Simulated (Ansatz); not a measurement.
Input file:

```yaml
crystal:
  periodic: [false, false, false]
  atoms:
    - {symbol: V, position_ang: [0.000000, 0.000000, 3.408750]}
    - {symbol: O, position_ang: [0.000000, 0.000000, -0.761250]}
    - {symbol: H, position_ang: [0.000000, 0.780254, -1.323750]}
    - {symbol: H, position_ang: [0.000000, -0.780254, -1.323750]}
basis:
  gaussian: {orbitals: def2-SVP}
magnetization: {spin_polarized: true, initial_magnetization: 5}
hamiltonian: {xc: {name: wB97M-V}}
output: {forces: true, orbitals: {seedname: orbitals}}
```

```sh
$ ansatz run in.yaml --threads 1 --pin off --events-out ev --progress --plain --max-ram 2393MiB
```

The program prints:

```
  # Of w^i u^j: cxij and so on, Table III.
  gx(w, u) = 1 - cx + cx01*u + cx10*w
  gss(w, u) = css00 + css04*u^4 + css10*w + css20*w^2 + css43*w^4*u^3
  gos(w, u) = cos00 + cos10*w + (cos20 + cos21*u)*w^2 + (cos60 + cos61*u)*w^6
      + integral(e_c_pw_mod_opposite_spin*gos(b97_w_opposite, b97_u_opposite)) + vv10(b, c)
587 factors; integrals over basis functions are off by at most 7.8e-4 eV
121 factors; integrals over basis functions are off by at most 3.9e-4 eV
mean field evaluation 1: about -27751.6523 eV, gradient 3.2e1 eV
mean field evaluation 2: about -27753.3936 eV, gradient 2.8e1 eV
mean field evaluation 4: about -27756.0254 eV, gradient 7.2e-1 eV
mean field evaluation 8: about -27756.0749 eV, gradient 4.6e-2 eV
mean field evaluation 16: about -27756.0750 eV, gradient 1.3e-3 eV
mean field evaluation 32: about -27756.0755 eV, gradient 5.4e-1 eV
mean field evaluation 64: about -27756.0981 eV, gradient 9.3e-2 eV
mean field evaluation 96: about -27756.1142 eV, gradient 4.1e-8 eV
mean field evaluation 128: about -27756.1125 eV, gradient 1.4e-1 eV
mean field evaluation 160: about -27756.0974 eV, gradient 9.1e-3 eV
mean field -27756.11416549 eV, -1020.0183818119 hartree, gradient 2.7e-9 eV, S^2 8.750327; 7 other end points of the search recorded, 0 dependent functions left out
the calculation of the forces begins
reference -27756.11422039 eV, -1020.0183838296 hartree; 19, 14 occupied and 36, 41 virtual orbitals, 587 factors
Total energy: -27756.11422039 eV, -1020.0183838296 hartree
Atom 0 at     0.000000     0.000000     3.408750 Å, force    -0.000000     0.000000    -0.056134 eV/Å
Atom 1 at     0.000000     0.000000    -0.761250 Å, force     0.000000     0.000000     0.691212 eV/Å
Atom 2 at     0.000000     0.780254    -1.323750 Å, force    -0.000000    -0.217609    -0.317539 eV/Å
Atom 3 at     0.000000    -0.780254    -1.323750 Å, force     0.000000     0.217609    -0.317539 eV/Å
Dipole moment:     0.000000     0.000000    -0.514520 e Å
```

Forces (eV/Å):
```
V    0.000  0.000 -0.056
O    0.000  0.000  0.691
H    0.000 -0.218 -0.318
H    0.000  0.218 -0.318
```

Ran on 1 thread of Arm Neoverse V2, shared host: 3.9 min wall, 0.29 GiB peak host memory.
